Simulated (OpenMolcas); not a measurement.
PO2 (phosphorus dioxide): methods side by side

PO2: 3 atoms, total charge 0, spin state doublet. SMILES: `[O]P=O`. Geometry: relaxed at GFN2-xTB.

```xyz
3

O     0.3317    1.2263    0.3177
P    -0.4039    0.0770   -0.2121
O     0.0722   -1.3033   -0.1055
```

Each level gives the energy change with the O1–P2 bond stretched from 1.464 to 2.562 Å (eV). The values are calculated.

```json
{"level": "USVWN5/STO-3G", "kind": "LDA", "program": "OpenMolcas", "value (eV)": "2.75", "CPU time (all runs)": "16 s"}
{"level": "UPBE/STO-3G", "kind": "GGA", "program": "OpenMolcas", "value (eV)": "2.11", "CPU time (all runs)": "17 s"}
{"level": "U-r2SCAN/STO-3G", "kind": "meta-GGA", "program": "OpenMolcas", "value (eV)": "2.12", "CPU time (all runs)": "17 s"}
{"level": "UB3LYP/STO-3G", "kind": "global hybrid", "program": "OpenMolcas", "value (eV)": "?", "CPU time (all runs)": "12 s"}
{"level": "UM06-2X/STO-3G", "kind": "hybrid meta-GGA", "program": "OpenMolcas", "value (eV)": "?", "CPU time (all runs)": "16 s"}
{"level": "UPBE0/STO-3G", "kind": "global hybrid", "program": "OpenMolcas", "value (eV)": "1.97", "CPU time (all runs)": "11 s"}
{"level": "FCI/STO-3G", "kind": "exact in the basis", "program": "OpenMolcas", "value (eV)": "0.82", "CPU time (all runs)": "93 s"}
```

Task: Estimate the missing values from the other rows.

Result: As computed at these levels: UB3LYP/STO-3G: 1.98 eV; UM06-2X/STO-3G: 1.76 eV. The first shape isn't each level's own minimum. The values span 0.82 to 2.75 eV. Spin contamination of the reference (⟨S²⟩ at least 0.1 too high) touches USVWN5/STO-3G, UPBE/STO-3G, U-r2SCAN/STO-3G, UB3LYP/STO-3G, UM06-2X/STO-3G, UPBE0/STO-3G. All rows use very small basis sets, so even the best lies far from the true value. CPU times are rough (shared hosts, several kinds of processor): they show what a rung costs within a factor of a few.
